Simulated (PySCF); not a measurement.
Species: C3H5NO.
Geometry (CAM-B3LYP/6-31G*, Å), atoms numbered from 1 in this order:
```xyz
10
C3H5NO angstrom
N     -1.4390   -0.5578    0.2815
C     -0.7897    0.5810    0.0032
C      0.5547    0.6678   -0.2314
C      1.3911   -0.4973   -0.1919
O      1.0005   -1.6424    0.0509
H     -2.4303   -0.5734    0.4508
H     -0.8752   -1.4048    0.3189
H     -1.4076    1.4754   -0.0304
H      0.9964    1.6313   -0.4515
H      2.4665   -0.3311   -0.3979
```

Theory: PySCF 2.14.0, CAM-B3LYP/6-31G* geometry optimisation, gas phase.

Masses are those of the commonest isotopes; rigid-rotor values at the optimised geometry. The values belong to one conformer with, in the numbering `[NH2:1]/[CH:2]=[CH:3]\[CH:4]=[O:5]`, C2–C3–C4–O5 0°.

Q: What are A, B and C (GHz)?

A: Ia = 51.87, Ib = 104.18, Ic = 156.05 u·Å²; 505379 MHz·u·Å²/I gives 9742, 4851 and 3239 MHz, that is A = 9.7424, B = 4.8512, C = 3.2386 GHz.

Q: Classify the top.

A: An asymmetric top; Ray's κ = -0.504.

Q: Is it planar, by Δ = Ic − Ia − Ib?

A: Planar: Δ = Ic − Ia − Ib = 0.00 u·Å². For a rigid frame Δ = −2 Σ m c², so it vanishes when all atoms lie in the ab plane; here none is more than 0.01 Å from it.

Q: List the rotational levels J(Ka,Kc) to J = 3 (MHz).

A: Above 0(0,0):
J = 1: 1(0,1) 8090, 1(1,1) 12981, 1(1,0) 14594
J = 2: 2(0,2) 23932, 2(1,2) 27548, 2(1,1) 32386, 2(2,1) 47059, 2(2,0) 47397
J = 3: 3(0,3) 46939, 3(1,3) 49206, 3(1,2) 58836, 3(2,2) 71329, 3(2,1) 72928, 3(3,1) 100009, 3(3,0) 100054

Q: Predict some low-J microwave lines.

A: The dipole components are |μa| = 3.25 D, |μb| = 0.89 D, |μc| = 0.00 D; the mirror of this Cs structure is the ab plane, so μc vanishes by symmetry and there are no c-type lines. The squared components, which scale the intensities, stand as 1.00 : 0.07 (a : b). Some lines, for components of 0.1 D or more:

| type | branch | J(Ka,Kc) | MHz | lower level (cm⁻¹) |
| --- | --- | --- | --- | --- |
| a | Q | 2(2,0) ← 2(2,1) | 337 | 1.570 |
| a | Q | 1(1,0) ← 1(1,1) | 1613 | 0.433 |
| a | Q | 2(1,1) ← 2(1,2) | 4838 | 0.919 |
| b | Q | 1(1,0) ← 1(0,1) | 6504 | 0.270 |
| a | R | 1(0,1) ← 0(0,0) | 8090 | 0.000 |
| b | Q | 2(1,1) ← 2(0,2) | 8454 | 0.798 |
| b | R | 2(0,2) ← 1(1,1) | 10951 | 0.433 |
| b | R | 1(1,1) ← 0(0,0) | 12981 | 0.000 |
| a | R | 2(1,2) ← 1(1,1) | 14567 | 0.433 |
| b | Q | 2(2,0) ← 2(1,1) | 15011 | 1.080 |
| a | R | 2(0,2) ← 1(0,1) | 15842 | 0.270 |
| a | R | 2(1,1) ← 1(1,0) | 17792 | 0.487 |
| b | R | 2(1,2) ← 1(0,1) | 19458 | 0.270 |
| b | Q | 2(2,1) ← 2(1,2) | 19511 | 0.919 |
| b | R | 2(2,1) ← 1(1,0) | 32466 | 0.487 |
| b | R | 2(2,0) ← 1(1,1) | 34416 | 0.433 |

Q: Estimate the classical rotational partition function at 10 K, 25 K and 298.15 K.

A: Point group Cs, symmetry number σ = 1; q = (√π/σ)·√((kT/h)³/(ABC)), k/h = 20836.6 MHz/K: 431 at 10 K, 1700 at 25 K, 70200 at 298.15 K.

CAM-B3LYP/6-31G* frequencies: not computed here. Constants of a rigid frame at the computed geometry: no zero-point averaging, no centrifugal distortion. Quadrupole hyperfine structure (14N) is left out.

The run took 22 s of wall time on one thread, Arm Neoverse V1 (aarch64) (shared host), and the process peaked at 0.44 GiB of memory. These figures are those of the optimisation.
